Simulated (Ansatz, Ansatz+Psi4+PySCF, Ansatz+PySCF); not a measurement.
```xyz
6

C     0.0000    0.2648    0.0000
H     1.0534    0.5167    0.0000
H    -0.5266    0.5170    0.9123
H    -0.5266    0.5170   -0.9123
H    -0.0003   -1.1178    0.0000
H     0.0001   -2.0218    0.0000
```

Basis set: cc-pVTZ (spherical functions). Correlated methods keep 1 orbital frozen. Correlation on ROHF uses semicanonical orbitals with singles. Charge 0, multiplicity 2.

Computed with Ansatz (development build ahead of 0.2.0); each method stands on the lowest determinant of its kind that the runs found.

Question: Give the atomization energy at this shape (free ground-state atoms in the same class of orbitals less the molecule, no zero-point energy) of doublet CH5 by ROHF-CCSD(T), ROHF-MP2, UHF-MP2, ROHF, UHF.

Answer:

| method | atomization energy |
| --- | --- |
| ROHF-CCSD(T) | 17.26 eV |
| ROHF-MP2 | 17.00 eV |
| UHF-MP2 | 16.93 eV |
| ROHF | 13.03 eV |
| UHF | 13.20 eV |
